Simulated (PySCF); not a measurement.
# C3H6F2

The system: C3H6F2, a small molecule; neutral, singlet. The structure, one conformer, was relaxed in the gas phase by PBE0-D3(BJ)/def2-SVP. No frequency run checks that it is a minimum.

SMILES: CC(C)(F)F

```xyz
11

C    -0.520    0.061   -0.103
C     0.488    1.154   -0.358
C     0.031   -1.225    0.460
F    -1.167   -0.217   -1.272
F    -1.472    0.538    0.751
H     1.005    1.422    0.573
H    -0.038    2.038   -0.743
H     1.226    0.825   -1.101
H    -0.798   -1.930    0.612
H     0.527   -1.040    1.422
H     0.755   -1.667   -0.238
```
(Å; atoms numbered from 1)

Shieldings: GIAO PBE0/pcSseg-2. Shifts are against computed references at the same level: C TMS (σ 184.1 ppm), H TMS (σ 31.24 ppm). Core levels by delta-SCF with SCAN, pcX-2 on the ionised atom and pcseg-1 elsewhere, spin-free X2C; from the vacuum level, for chosen atoms.

(1) Give the shieldings and core levels atom by atom.

(2) Which of C1, C2 holds its core electrons tightest, and by how much against the loosest?

(3) By CAM-B3LYP/def2-SVPD (TDDFT singlets, Tamm-Dancoff triplets, ionisation by delta-SCF), where does absorption start, and what does vertical ionisation take?

Results:

(1) 
```json
{"atoms": "C1", "bonded to": "2 C + 2 F", "σ (ppm)": "55.7", "δ (ppm)": "128.4", "core level (eV)": "1s 295.49"}
{"atoms": "C2 C3", "bonded to": "1 C + 3 H", "σ (ppm)": "157.7", "δ (ppm)": "26.4", "core level (eV)": "1s 291.30"}
{"atoms": "F4 F5", "bonded to": "1 C", "σ (ppm)": "279.2", "δ (ppm)": "-", "core level (eV)": "1s 692.79"}
{"atoms": "H6 H7 H8", "bonded to": "1 C", "σ (ppm)": "29.81", "δ (ppm)": "1.43", "core level (eV)": "-"}
{"atoms": "H9 H10 H11", "bonded to": "1 C", "σ (ppm)": "29.81", "δ (ppm)": "1.43", "core level (eV)": "-"}
```

Values are those of this one static structure, with the three H of a rotating XH3 group averaged; atoms that internal rotation interchanges would show their mean in an NMR spectrum.

(2) C1 (bonded to 2 C + 2 F), by 4.19 eV over C2 (bonded to 1 C + 3 H).

(3) The lowest singlet lies at 9.32 eV (f 0.037), the strongest of the first 6 at 10.71 eV (f 0.040), the lowest triplet at 9.16 eV; vertical ionisation takes 12.14 eV.

The 3 runs behind this took 96 s in all, one thread each of Intel Xeon Platinum 8259CL on a shared host, launched as `OMP_NUM_THREADS=1 python cluster_run.py task.json out`.
